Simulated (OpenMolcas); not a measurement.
**NClO (SMILES O=NCl): the dipole moment, rung by rung**

NClO has 3 atoms, charge 0, and is taken as a singlet. As SMILES, `O=NCl`. Geometry: relaxed at PBE0-D4/def2-TZVP.

```
atom    x (Å)    y (Å)    z (Å)
   O   1.0001  -0.3383   0.5139
   N   0.0520  -0.5996  -0.0358
  Cl  -1.0521   0.9379  -0.4780
```

Each level gives the dipole moment (D). The values are calculated.

Measured value to compare with: NIST CCCBDB gives the dipole moment of the gas as 1.90 D.

| level | kind | program | value (D) | computed − measured | CPU time |
| --- | --- | --- | --- | --- | --- |
| SVWN5/cc-pVTZ | LDA | OpenMolcas | 1.58 | -0.32 | 28 s |
| BLYP/cc-pVTZ | GGA | OpenMolcas | 1.63 | -0.27 | 38 s |
| PBE/cc-pVTZ | GGA | OpenMolcas | 1.68 | -0.22 | 45 s |
| revPBE/cc-pVTZ | GGA | OpenMolcas | 1.72 | -0.18 | 44 s |
| TPSS/cc-pVTZ | meta-GGA | OpenMolcas | 1.75 | -0.15 | 53 s |
| r2SCAN/cc-pVTZ | meta-GGA | OpenMolcas | 1.78 | -0.12 | 52 s |
| M06-2X/cc-pVTZ | hybrid meta-GGA | OpenMolcas | 1.85 | -0.05 | 48 s |
| PBE0/cc-pVTZ | global hybrid | OpenMolcas | 1.82 | -0.08 | 38 s |

Nearest: M06-2X/cc-pVTZ (-0.05 D); farthest: SVWN5/cc-pVTZ (-0.32 D). The measured dipole is a vibrational average, so differences of a few hundredths of a debye mean little. Computed less measured by kind, in D (cc-pVTZ rows): LDA -0.32; GGA -0.27 to -0.18; meta-GGA -0.15 to -0.12; global hybrid -0.08 to -0.05. CPU times are rough (shared hosts, several kinds of processor): they show what a rung costs within a factor of a few.
